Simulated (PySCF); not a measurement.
**NaHCl+, an ion with solvent molecules: interaction energy**

One table from this session's results is given with a row withheld; the runs are named, their logs left out.

Programs: PySCF 2.14.0. All values are calculated, for the isolated system unless a continuum is named. Atoms count from 0, parts from 1.

## Starting point

3 atoms, charge 1, multiplicity 1; geometry: GFN2-xTB. Parts: 1 = atom 0, `[Na+]`, charge 1; 2 = atoms 1–2, `Cl`, charge 0.

The first run:

Job settings and geometry (Å):

```
{"job": {"xc": "PBE0", "basis": "def2-TZVPD", "d3": "d3bj", "grid": 3, "kind": "geom", "shake": 0.01}, "charge": 1, "multiplicity": 1, "parts": [{"atoms": "0-0", "charge": 1, "multiplicity": 1}, {"atoms": "1-2", "charge": 0, "multiplicity": 1}]}
Na    -0.063565    -0.098458     0.065709
Cl    -0.683718    -0.979119     2.244385
H     -0.831883    -1.335443     3.435223
```

The run is started by

```bash
> OMP_NUM_THREADS=1 python cluster_run.py task.json out
```

This one command runs all jobs of the session in turn.

Steps of the session up to this table: Relaxing the molecule at PBE0-D3(BJ)/def2-TZVPD; Coupled-cluster interaction energy: CCSD(T) and MP2, 2.72 Å; Coupled-cluster interaction energy: CCSD(T) and MP2, 2.86 Å; Coupled-cluster interaction energy: CCSD(T) and MP2, 2.99 Å; Coupled-cluster interaction energy: CCSD(T) and MP2, 2.59 Å; Coupled-cluster interaction energy: CCSD(T) and MP2, 3.40 Å; Coupled-cluster interaction energy: CCSD(T) and MP2, 2.45 Å; Coupled-cluster interaction energy: CCSD(T) and MP2, 4.08 Å; Coupled-cluster interaction energy: CCSD(T) and MP2, 5.44 Å.

One of the session's tables, all rows but one given; the rest of the session is left out.

It belongs to the step «Coupled-cluster interaction energy: CCSD(T) and MP2, 5.44 Å». 

```
                 method  interaction energy (kcal/mol)
         HF/aug-cc-pVDZ                          -1.85
        MP2/aug-cc-pVDZ                          -1.80
       CCSD/aug-cc-pVDZ                              ?
    CCSD(T)/aug-cc-pVDZ                          -1.76
         HF/aug-cc-pVQZ                          -1.84
        MP2/aug-cc-pVQZ                          -1.79
    SCS-MP2/aug-cc-pVQZ                          -1.78
      MP2, extrapolated                          -1.79
CCSD(T), limit estimate                          -1.76
```

Estimate the missing values for CCSD/aug-cc-pVDZ.

The run gave: interaction energy (kcal/mol): -1.77. In the column «interaction energy (kcal/mol)» it lies between SCS-MP2/aug-cc-pVQZ (-1.78) and CCSD(T)/aug-cc-pVDZ (-1.76).
